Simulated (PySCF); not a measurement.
Species: chlorofluoromethane, CH₂ClF.
Atom-mapped SMILES: `[F:1][CH2:2][Cl:3]` (hydrogens: H4, H5 on C2)

Geometry (GFN2-xTB, Å), atoms numbered from 1 in this order:
```xyz
5
CH2ClF angstrom
F     -0.7642    1.0997   -0.1253
C     -0.1100   -0.0737    0.0083
Cl     1.6443    0.1979   -0.0629
H     -0.3617   -0.4971    0.9844
H     -0.3998   -0.7239   -0.8217
```

The closed-shell SCF was solved with PySCF and density fitting under several settings on one GFN2-xTB geometry (grid level 2 and gas phase unless stated).

```
      settings  basis functions  SCF cycles     E (Eh)  HOMO (eV)  LUMO (eV)  dipole (D)
 PBE0/pcSseg-1               68          12  -599.0144      -8.88       0.64        1.99
PBE0/def2-SVPD               86          12  -598.8140      -8.98       0.22        1.85
```

Problem. Estimate the row for these settings: WP04/Sadlej pVTZ.

Solution. 
```tsv
settings	basis functions	SCF cycles	E (Eh)	HOMO (eV)	LUMO (eV)	dipole (D)
WP04/Sadlej pVTZ	98	13	-606.2649	-10.02	-1.88	1.84
```

Problem. Over all rows, what range does the HOMO–LUMO gap span?

Solution. From 8.14 eV (WP04/Sadlej pVTZ) to 9.52 eV (PBE0/pcSseg-1). The functional of the narrowest has 12 % exact exchange, that of the widest 25 % exact exchange.

Problem. Compare two rows with the functional PBE0: PBE0/pcSseg-1 and PBE0/def2-SVPD. Which energy is lower, and by how much?

Solution. PBE0/pcSseg-1 (68 functions) lies 0.2004 Eh or 126 kcal/mol below PBE0/def2-SVPD (86 functions). The smaller set gives the lower energy; the two sets aren't nested, so the variational bound doesn't order them by size.

Cycle counts include a coarse-grid stage where the run had one. WP04 was designed for NMR shieldings or shifts; total energies of different functionals aren't comparable.
